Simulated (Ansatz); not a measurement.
## Which is lower?

Two isomers of CH$_{2}$ClSi, doublet, relaxed at PBE0-D4/def2-TZVP (vibrations not checked).

A:

| atom | x (Å) | y (Å) | z (Å) |
| --- | --- | --- | --- |
| C1 | -0.3519 | 0.5125 | -0.2032 |
| Si2 | -0.6389 | -0.9860 | 0.9652 |
| Cl3 | 0.8352 | 0.8967 | 1.1275 |
| H4 | -1.0606 | 1.3370 | -0.2492 |
| H5 | 0.2194 | 0.4101 | -1.1236 |

B:

```
5
angstrom
Si -0.5109 0.5898 -1.2351
C 0.4561 0.1225 0.3220
Cl 2.0399 -0.6958 0.0692
H 0.6480 1.0207 0.9203
H -0.1521 -0.5376 0.9511
```

Computed with Ansatz 0.2.0 (basis: def2-TZVPP); correlated methods freeze the cores; orbitals are unrestricted. B3LYP uses VWN-RPA correlation.

Q: Which structure is lower at CCSD(T), and by how much? (An estimate is asked for; the value comes from the calculation.)

A: Computed: A, by 4.84 kcal/mol (electronic energy, against the other). By their contacts, A is CH₂ClSi ([CH2]1[Si][Cl]1) and B is CH₂ClSi ([Si][CH2][Cl]).

All methods give the same order:

```
   method  E(B) − E(A) (kcal/mol)
   PBE-D4                    7.10
r2SCAN-D4                    7.31
  PBE0-D4                    6.58
 B3LYP-D4                    4.24
  wB97M-V                    5.54
       HF                    1.15
      MP2                    6.17
     CCSD                    3.72
  CCSD(T)                    4.84
```

The T1 diagnostic stays at or below 0.017. ⟨S²⟩ of the unrestricted Hartree–Fock references: 0.78 (a pure state has 0.75).

Labels in which every atom is bracketed show which atoms are joined, not bond orders.
